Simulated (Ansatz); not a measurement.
C2H5NOS can be A, `N=C(O)CS`, or B, `SC1NCO1`.

Computed with Ansatz on PBE0-D4/def2-TZVP structures; ΔE is electronic, products minus reactants. CCSD(T)/CBS adds triple-zeta CCSD(T) − MP2 to the extrapolated MP2 energy (def2 sets, frozen cores). DFT in def2-TZVPP. B3LYP here is the variant with VWN-RPA as its local correlation; programs differ in this. One conformer a species, not always the lowest.

(1) Which is lower in electronic energy at CCSD(T)/CBS, and by how much? (Estimate.)

(2) Give E(B) − E(A) in kcal/mol with PBE0-D4, B3LYP-D4, MP2/def2-TZVPP, ωB97M-V, PBE-D4, HF/def2-TZVPP, CCSD(T)/def2-TZVPP. (Best estimate.)

Largest T1 diagnostic: 0.013.

Results:

(1) Computed: A, by 35.2 kcal/mol.

(2) Computed: PBE0-D4 33.1, B3LYP-D4 36.2, MP2/def2-TZVPP 35.7, ωB97M-V 34.5, PBE-D4 33.8, HF/def2-TZVPP 36.0, CCSD(T)/def2-TZVPP 34.9. None reverses the order clearly.
